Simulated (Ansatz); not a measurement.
Results of revPBE in Ansatz (plane waves, PAW) for fluorite CdF2.

Settings: plane-wave cutoff 520 eV, 12×12×12 k mesh, Fermi–Dirac smearing 0.01 eV, scalar-relativistic PAW data made under PBE.

Response to compression and expansion:

```csv
V (Å³/atom),P (GPa),direct gap at Γ (eV),smallest gap on the k mesh (eV)
13.385,5.92,3.701,3.162
13.670,3.72,3.648,3.087
13.955,1.76,3.594,3.013
14.239,0.02,3.540,2.941
14.524,-1.54,3.485,2.870
14.809,-2.92,3.430,2.802
15.094,-4.15,3.374,2.735
```

The fundamental gap (2.94 eV at the equilibrium volume, with added k points) lies elsewhere than Γ–Γ.

Measured, for comparison: band gap 7.8 eV (temperature not stated, not corrected to a static lattice, indirect W–Γ; as tabulated in Cappellini et al. (2013), arXiv:1302.2571).

Spin–orbit coupling is not included.

Ansatz is a program for electronic structure.
